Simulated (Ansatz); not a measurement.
Results of r²SCAN (PAW; Ansatz, a quantum-chemistry and plane-wave program) for Cd₃P₂ (P4₂/nmc, No. 137; cell taken from a computed entry).

Numerical settings: plane-wave cutoff 560 eV, 8×8×6 k mesh (along the axes of the cell as run), Fermi–Dirac smearing 0.05 eV, scalar-relativistic PAW data made under PBE.

Cell (relaxed with PBEsol):

```yaml
crystal:
  lattice:
    - [8.70134, 0.00000, 0.00000]
    - [0.00000, 8.70134, 0.00000]
    - [0.00000, 0.00000, 12.21668]
  atoms:
    - { symbol: Cd, position: [0.71356, 0.00000, 0.88175] }
    - { symbol: Cd, position: [0.50000, 0.21356, 0.38175] }
    - { symbol: Cd, position: [0.28644, 0.00000, 0.88175] }
    - { symbol: Cd, position: [0.50000, 0.78644, 0.38175] }
    - { symbol: Cd, position: [0.21356, 0.50000, 0.61825] }
    - { symbol: Cd, position: [0.00000, 0.28644, 0.11825] }
    - { symbol: Cd, position: [0.78644, 0.50000, 0.61825] }
    - { symbol: Cd, position: [0.00000, 0.71356, 0.11825] }
    - { symbol: Cd, position: [0.75620, 0.00000, 0.14784] }
    - { symbol: Cd, position: [0.50000, 0.25620, 0.64784] }
    - { symbol: Cd, position: [0.24380, 0.00000, 0.14784] }
    - { symbol: Cd, position: [0.50000, 0.74380, 0.64784] }
    - { symbol: Cd, position: [0.25620, 0.50000, 0.35216] }
    - { symbol: Cd, position: [0.00000, 0.24380, 0.85216] }
    - { symbol: Cd, position: [0.74380, 0.50000, 0.35216] }
    - { symbol: Cd, position: [0.00000, 0.75620, 0.85216] }
    - { symbol: Cd, position: [0.50000, 0.28341, 0.10265] }
    - { symbol: Cd, position: [0.21659, 0.00000, 0.60265] }
    - { symbol: Cd, position: [0.50000, 0.71659, 0.10265] }
    - { symbol: Cd, position: [0.78341, 0.00000, 0.60265] }
    - { symbol: Cd, position: [0.00000, 0.21659, 0.39735] }
    - { symbol: Cd, position: [0.71659, 0.50000, 0.89735] }
    - { symbol: Cd, position: [0.00000, 0.78341, 0.39735] }
    - { symbol: Cd, position: [0.28341, 0.50000, 0.89735] }
    - { symbol: P, position: [0.00000, 0.50000, 0.25885] }
    - { symbol: P, position: [0.00000, 0.50000, 0.75885] }
    - { symbol: P, position: [0.50000, 0.00000, 0.24115] }
    - { symbol: P, position: [0.50000, 0.00000, 0.74115] }
    - { symbol: P, position: [0.00000, 0.00000, 0.25650] }
    - { symbol: P, position: [0.50000, 0.50000, 0.75650] }
    - { symbol: P, position: [0.50000, 0.50000, 0.24350] }
    - { symbol: P, position: [0.00000, 0.00000, 0.74350] }
    - { symbol: P, position: [0.25677, 0.74323, 0.50000] }
    - { symbol: P, position: [0.75677, 0.75677, 0.00000] }
    - { symbol: P, position: [0.74323, 0.25677, 0.50000] }
    - { symbol: P, position: [0.24323, 0.24323, 0.00000] }
    - { symbol: P, position: [0.24323, 0.75677, 0.00000] }
    - { symbol: P, position: [0.74323, 0.74323, 0.50000] }
    - { symbol: P, position: [0.75677, 0.24323, 0.00000] }
    - { symbol: P, position: [0.25677, 0.25677, 0.50000] }
```

### Question
Estimate the band gap that the calculation returns.

### Answer

* **band gap**: 0.44 eV (on the SCF k mesh)

Measured, for comparison: band gap 0.5 eV (temperature not stated, not corrected to a static lattice; as tabulated in Wikipedia's data pages).

Note: cell and atoms aren't relaxed at this level (largest force component 0.04 eV/Å, pressure 1.9 GPa).

Spin–orbit coupling is not included.

The computed numbers hold no vibrational or temperature effects.
